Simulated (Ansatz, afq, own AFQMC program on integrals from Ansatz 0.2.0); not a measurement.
AFQMC on a folder of integrals that Ansatz 0.2.0 wrote.

```yaml
crystal:
  periodic: [false, false, false]
  atoms:
    - {symbol: Ge, position_ang: [0.000000, 0.000000, 0.000000]}
    - {symbol: H, position_ang: [0.884324, 0.887199, 0.886047]}
    - {symbol: H, position_ang: [-0.887886, -0.884021, 0.885661]}
    - {symbol: H, position_ang: [-0.883825, 0.884513, -0.889224]}
    - {symbol: H, position_ang: [0.887387, -0.887691, -0.882484]}
basis:
  gaussian: {orbitals: cc-pVDZ}
magnetization: {spin_polarized: false}
correlation: {method: ccsd_t, electrons: outside_noble_gas, hamiltonian_folder: ham}
```

```sh
$ ansatz run in.yaml --threads 1 --pin off --events-out ev --progress --plain --max-ram 1843MiB
```

afq runs on the folder ham with

```
--method phaseless --trial cisd --walkers 90 --populations 1 --least-time 40 --time-step 0.005 --steps-per-block 50 --equilibration-blocks 28 --max-blocks 300 --target-error 0.00034 --factor-cut 1e-05 --seed 986 --release-times 0.24,0.51,0.99,1.62,2.4 --release-step 0.03 --release-every 4 --taylor-order 6
```

Times are imaginary, in 1/Eh. The walk had a cap of 490 s. Filled inner d shells are frozen with the cores.

```
orbitals 33  electrons 4 4  factors 266 of 497
reference energy -2077.64337960 Eh
CCSD correlation -0.14235328 Eh in 8 cycles, weight of the determinant in the CISD state 0.9220
energy of the start -2077.785733 Eh
 block  time / (1/Eh)  mean weight  energy / Eh
     1     0.250  1.0004  -2077.784454
     2     0.500  1.0008  -2077.784889
     3     0.750  1.0003  -2077.785331
     4     1.000  1.0001  -2077.786083
     5     1.250  0.9995  -2077.786413
     8     2.000  0.9995  -2077.787195
    13     3.250  1.0014  -2077.787444
    25     6.250  1.0000  -2077.789572
    37     9.250  1.0012  -2077.787970
    49    12.250  1.0008  -2077.791076
    61    15.250  0.9990  -2077.789298
    65    16.250  0.9996  -2077.786800
    73    18.250  1.0012  -2077.787391
    85    21.250  1.0004  -2077.788118
    97    24.250  0.9987  -2077.787515
   109    27.250  0.9989  -2077.789664
   121    30.250  0.9989  -2077.788176
   133    33.250  1.0001  -2077.787215
   145    36.250  1.0014  -2077.788639
   157    39.250  0.9999  -2077.788636
   169    42.250  1.0002  -2077.789280
   181    45.250  1.0009  -2077.789055
   185    46.250  1.0000  -2077.788802
blocks merged  error / Eh  count
     1  0.000072  160
     2  0.000091  80
     4  0.000114  40
     8  0.000126  20
    16  0.000143  10
released: time / (1/Eh)  energy / Eh  error  mean overlap
  0.24  -2077.788453  0.000128  1.0018
  0.51  -2077.788515  0.000117  1.0026
  0.99  -2077.788728  0.000097  0.9922
  1.62  -2077.788705  0.000107  0.9840
  2.40  -2077.788861  0.000136  0.9741
energy -2077.788581 +/- 0.000126 Eh
(rows thinned)
```

(1) Estimate how long the walk took on 1 thread of Arm Neoverse V1, with other jobs on the host.

The run passed its tests (sampling time, drift between the halves within three errors, error under three times the target), which doesn't prove that it has relaxed.

Against this walk (error 3.4 meV) on the same determinant: CCSD(T) 13.1 meV higher, CCSDT(Q) 3.6 meV lower (within the noise). The error is statistical and leaves out the bias of the constraint. Released to 2.40 1/Eh the energy moves by -8 ± 5 meV (both errors), within twice the noise.

Cautions: constraint bias not in the error; no relativity below Rb; no spin-orbit coupling; inner d shell frozen.

## Answers

(1) 110 s of wall time.

CCSDT and higher add their correlation energy to the determinant of the CCSD(T) run, since their own runs factorise the integrals more tightly (a shift of under 2 meV). A walk keeps the symmetry of its determinant, which the program's search chose and which needn't be the lowest solution, so a lower state of the same spin and another symmetry isn't excluded.
